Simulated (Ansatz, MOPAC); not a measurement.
Molecule: C2H4N (charge +1, singlet). SMILES: [NH+]#CC

Atoms: C1, C2, N3, H4, H5, H6, H7. Bonds: C1-C2, C1-H4, C1-H5, C1-H6, C2-N3, N3-H7.

Bond lengths (Å) and angles (degrees) optimised at MNDO with MOPAC; HF/3-21G with Ansatz (a quantum-chemistry and plane-wave program); PBE/6-31G* with Ansatz, each started from the B3LYP-D3(BJ)/def2-TZVP structure (Ansatz) of the last column. A row stands for all coordinates that are equal there. 6-31G* holds six Cartesian d functions. No wavenumbers were computed at MNDO, PBE/6-31G*, so these may be saddle points.

```tsv
coordinate	MNDO	HF/3-21G	PBE/6-31G*	B3LYP-D3(BJ)/def2-TZVP
C1-C2	1.464	1.457	1.437	1.434
C1-H4	1.112	1.085	1.106	1.094
C2-N3	1.158	1.129	1.158	1.138
N3-H7	0.998	0.999	1.018	1.009
C1-C2-N3	180.0	180.0	180.0	180.0
C2-C1-H4	109.7	109.3	109.4	109.0
C2-N3-H7	180.0	180.0	180.0	180.0
H4-C1-H5	109.2	109.6	109.5	109.9
```

Mean signed difference of all 6 bond lengths from B3LYP-D3(BJ)/def2-TZVP: MNDO 0.016 Å, HF/3-21G -0.004 Å, PBE/6-31G* 0.012 Å.
